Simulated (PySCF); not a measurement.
Compound: dimethylsilane, C2H8Si.
SMILES: `C[SiH2]C`

Level of theory: PBE0/def2-SVPD in PySCF (dipole) on a GFN2-xTB geometry, gas phase.

Take the most abundant isotopes and a rigid rotor. 

**Question.** Give the principal moments of inertia and the rotational constants in MHz.

**Answer.** Ia = 31.31, Ib = 85.82, Ic = 105.16 u·Å²; 505379 MHz·u·Å²/I gives A = 16139, B = 5889, C = 4806 MHz.

**Question.** Classify the top.

**Answer.** An asymmetric top: κ = (2 × 5889 − 16139 − 4806)/(16139 − 4806) = -0.81.

**Question.** Is it planar, by Δ = Ic − Ia − Ib?

**Answer.** Not planar: Δ = Ic − Ia − Ib = -11.98 u·Å². For a rigid frame Δ = −2 Σ m c², so Σ m c² = 5.99 u·Å² lies off the ab plane, practically all of it from hydrogen. The atom farthest from that plane is 1.20 Å away.

**Question.** Give the other two planar moments, Paa and Pbb, and the rms extents of the mass along the axes.

**Answer.** Paa = Σ m a² = (Ib + Ic − Ia)/2 = 79.83 and Pbb = Σ m b² = (Ia + Ic − Ib)/2 = 25.33 u·Å². With the mass M = 60.04 u, the rms extents √(P/M) along a, b and c are 1.15, 0.65, 0.32 Å.

**Question.** List the rotational levels J(Ka,Kc) to J = 5 (cm⁻¹).

**Answer.** Above 0(0,0):
J = 1: 1(0,1) 0.3567, 1(1,1) 0.6986, 1(1,0) 0.7347
J = 2: 2(0,2) 1.0675, 2(1,2) 1.3760, 2(1,1) 1.4843, 2(2,1) 2.5100, 2(2,0) 2.5128
J = 3: 3(0,3) 2.1269, 3(1,3) 2.3903, 3(1,2) 2.6069, 3(2,2) 3.5802, 3(2,1) 3.5937, 3(3,1) 5.3817, 3(3,0) 5.3818
J = 4: 4(0,4) 3.5275, 4(1,4) 3.7399, 4(1,3) 4.1002, 4(2,3) 5.0050, 4(2,2) 5.0447, 4(3,2) 6.8136, 4(3,1) 6.8145, 4(4,1) 9.3288, 4(4,0) 9.3288
J = 5: 5(0,5) 5.2610, 5(1,5) 5.4227, 5(1,4) 5.9609, 5(2,4) 6.7826, 5(2,3) 6.8724, 5(3,3) 8.6053, 5(3,2) 8.6089, 5(4,2) 11.1185, 5(4,1) 11.1185, 5(5,1) 14.3526, 5(5,0) 14.3526
Those of J = 1 are B + C, A + C and A + B.

**Question.** Predict some low-J microwave lines.

**Answer.** The dipole components are |μa| = 0.00 D, |μb| = 0.61 D, |μc| = 0.00 D; the symmetry axis of this C2v structure is b, so μa and μc vanish by symmetry and there are no a-type or c-type lines. Some lines, for components of 0.1 D or more:

| type | branch | J(Ka,Kc) | MHz | lower level (cm⁻¹) |
| --- | --- | --- | --- | --- |
| b | R | 3(1,2) ← 2(2,1) | 2904 | 2.510 |
| b | R | 2(0,2) ← 1(1,1) | 11057 | 0.699 |
| b | Q | 1(1,0) ← 1(0,1) | 11333 | 0.357 |
| b | Q | 2(1,1) ← 2(0,2) | 12497 | 1.067 |
| b | Q | 3(1,2) ← 3(0,3) | 14391 | 2.127 |
| b | R | 1(1,1) ← 0(0,0) | 20944 | 0.000 |
| b | R | 3(0,3) ← 2(1,2) | 22512 | 1.376 |
| b | Q | 3(2,1) ← 3(1,2) | 29583 | 2.607 |
| b | R | 2(1,2) ← 1(0,1) | 30556 | 0.357 |
| b | Q | 2(2,0) ← 2(1,1) | 30832 | 1.484 |
| b | Q | 2(2,1) ← 2(1,2) | 33999 | 1.376 |
| b | Q | 3(2,2) ← 3(1,3) | 35672 | 2.390 |
| b | R | 3(1,3) ← 2(0,2) | 39659 | 1.067 |
| b | R | 2(2,1) ← 1(1,0) | 53222 | 0.735 |
| b | Q | 3(3,0) ← 3(2,1) | 53607 | 3.594 |
| b | Q | 3(3,1) ← 3(2,2) | 54007 | 3.580 |
| b | R | 2(2,0) ← 1(1,1) | 54386 | 0.699 |
| b | R | 3(2,2) ← 2(1,1) | 62833 | 1.484 |
| b | R | 3(2,1) ← 2(1,2) | 66485 | 1.376 |
| b | R | 3(3,1) ← 2(2,0) | 86008 | 2.513 |
| b | R | 3(3,0) ← 2(2,1) | 86093 | 2.510 |

**Question.** Estimate the classical rotational partition function at 100 K, 200 K and 500 K.

**Answer.** Point group C2v, symmetry number σ = 2; q = (√π/σ)·√((kT/h)³/(ABC)), k/h = 20836.6 MHz/K: 3940 at 100 K, 11200 at 200 K, 44100 at 500 K.

No GFN2-xTB frequencies stand behind this structure, so it isn't proved a minimum. No vibrational averaging or centrifugal distortion is included, and the geometry carries the error of its method. A rigid rotor knows nothing of internal rotation, which can split or shift real lines.
